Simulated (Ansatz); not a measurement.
Geometry optimisation of C3H3FS, SMILES `FCC1=CS1`.

```yaml
crystal:
  periodic: [false, false, false]
  atoms:
    - {symbol: F, position_ang: [-0.184181, 1.664601, 1.292139]}
    - {symbol: C, position_ang: [0.539972, 0.904987, 0.389004]}
    - {symbol: C, position_ang: [-0.242620, -0.223621, -0.136498]}
    - {symbol: C, position_ang: [-0.428017, -1.471953, -0.437014]}
    - {symbol: S, position_ang: [-1.815116, -0.495813, -1.149984]}
    - {symbol: H, position_ang: [1.458556, 0.513568, 0.883552]}
    - {symbol: H, position_ang: [0.844206, 1.561670, -0.460346]}
    - {symbol: H, position_ang: [-0.080800, -2.510538, -0.436654]}
basis:
  gaussian: {orbitals: def2-TZVP}
hamiltonian: {xc: pbe0, dispersion: d4}
relax: {f_tol: 0.005, max_steps: 150}
```

```sh
$ ansatz run in.yaml --threads 4 --pin off --events-out ev --progress --plain
```

Shortened log:

```
Functional definition: PBE0
mean field -16701.65477416 eV, -613.7744921623 hartree, gradient 5.2e-5 eV, S^2 0.000000; 0 other end points of the search recorded, 0 dependent functions left out
relax step   1: F+E_penalty+E_count = -16701.79248755 eV  Δ(F+E_penalty+E_count) = +0.000e0 eV  max|allowed force component| = 1.227e0 eV/Å  Δτ_max = 0.0000 Å  (31 SCF iters, accepted)
mean field -16701.70500518 eV, -613.7763381181 hartree, gradient 1.9e-5 eV, S^2 0.000000; 0 other end points of the search recorded, 0 dependent functions left out
relax step   2: F+E_penalty+E_count = -16701.84348795 eV  Δ(F+E_penalty+E_count) = -5.100e-2 eV  max|allowed force component| = 4.272e-1 eV/Å  Δτ_max = 0.0274 Å  (34 SCF iters, accepted)
mean field -16701.71244874 eV, -613.7766116640 hartree, gradient 1.7e-5 eV, S^2 0.000000; 0 other end points of the search recorded, 0 dependent functions left out
relax step   3: F+E_penalty+E_count = -16701.85140044 eV  Δ(F+E_penalty+E_count) = -7.912e-3 eV  max|allowed force component| = 1.161e-1 eV/Å  Δτ_max = 0.0191 Å  (34 SCF iters, accepted)
mean field -16701.71296853 eV, -613.7766307658 hartree, gradient 1.7e-5 eV, S^2 0.000000; 0 other end points of the search recorded, 0 dependent functions left out
relax step   4: F+E_penalty+E_count = -16701.85200577 eV  Δ(F+E_penalty+E_count) = -6.053e-4 eV  max|allowed force component| = 6.525e-2 eV/Å  Δτ_max = 0.0078 Å  (36 SCF iters, accepted)
mean field -16701.71334309 eV, -613.7766445306 hartree, gradient 1.6e-5 eV, S^2 0.000000; 0 other end points of the search recorded, 0 dependent functions left out
relax step   5: F+E_penalty+E_count = -16701.85247858 eV  Δ(F+E_penalty+E_count) = -4.728e-4 eV  max|allowed force component| = 4.543e-2 eV/Å  Δτ_max = 0.0137 Å  (35 SCF iters, accepted)
mean field -16701.71346539 eV, -613.7766490252 hartree, gradient 1.6e-5 eV, S^2 0.000000; 0 other end points of the search recorded, 0 dependent functions left out
relax step   6: F+E_penalty+E_count = -16701.85262712 eV  Δ(F+E_penalty+E_count) = -1.485e-4 eV  max|allowed force component| = 2.118e-2 eV/Å  Δτ_max = 0.0091 Å  (34 SCF iters, accepted)
mean field -16701.71352499 eV, -613.7766512154 hartree, gradient 1.7e-5 eV, S^2 0.000000; 0 other end points of the search recorded, 0 dependent functions left out
relax step   7: F+E_penalty+E_count = -16701.85267933 eV  Δ(F+E_penalty+E_count) = -5.221e-5 eV  max|allowed force component| = 1.141e-2 eV/Å  Δτ_max = 0.0049 Å  (36 SCF iters, accepted)
mean field -16701.71355911 eV, -613.7766524693 hartree, gradient 1.7e-5 eV, S^2 0.000000; 0 other end points of the search recorded, 0 dependent functions left out
relax step   8: F+E_penalty+E_count = -16701.85270394 eV  Δ(F+E_penalty+E_count) = -2.461e-5 eV  max|allowed force component| = 8.459e-3 eV/Å  Δτ_max = 0.0033 Å  (36 SCF iters, accepted)
mean field -16701.71357164 eV, -613.7766529298 hartree, gradient 1.7e-5 eV, S^2 0.000000; 0 other end points of the search recorded, 0 dependent functions left out
relax step   9: F+E_penalty+E_count = -16701.85271383 eV  Δ(F+E_penalty+E_count) = -9.893e-6 eV  max|allowed force component| = 5.020e-3 eV/Å  Δτ_max = 0.0016 Å  (36 SCF iters, accepted)
mean field -16701.71357100 eV, -613.7766529060 hartree, gradient 1.7e-5 eV, S^2 0.000000; 0 other end points of the search recorded, 0 dependent functions left out
relax step  10: F+E_penalty+E_count = -16701.85271781 eV  Δ(F+E_penalty+E_count) = -3.986e-6 eV  max|allowed force component| = 3.561e-3 eV/Å  Δτ_max = 0.0013 Å  (35 SCF iters, accepted)
mean field -16701.71357100 eV, -613.7766529060 hartree, gradient 1.7e-5 eV, S^2 0.000000; 1 other end points of the search recorded, 0 dependent functions left out
Total energy: -16701.85274297 eV, -613.7817673819 hartree
Atom 0 at    -0.194990     1.657914     1.248110 Å, force     0.000224     0.000459     0.000205 eV/Å
Atom 1 at     0.541550     0.889112     0.375837 Å, force     0.000259     0.000528     0.000548 eV/Å
Atom 2 at    -0.249006    -0.228300    -0.139344 Å, force    -0.001303    -0.003561    -0.001839 eV/Å
Atom 3 at    -0.413570    -1.457216    -0.438893 Å, force     0.000533     0.003006     0.000760 eV/Å
Atom 4 at    -1.806843    -0.481946    -1.090595 Å, force     0.000187     0.000051     0.000169 eV/Å
Atom 5 at     1.422649     0.509253     0.902117 Å, force     0.000241     0.000425     0.000103 eV/Å
Atom 6 at     0.857976     1.528930    -0.455477 Å, force    -0.000147    -0.000541     0.000177 eV/Å
Atom 7 at    -0.065767    -2.474846    -0.457556 Å, force     0.000007    -0.000367    -0.000124 eV/Å
Dipole moment:     0.605220    -0.281922    -0.018430 e Å
```

Hardware: 4 threads of a server CPU on a shared host. Wall time 24 s, peak host memory 0.41 GiB.
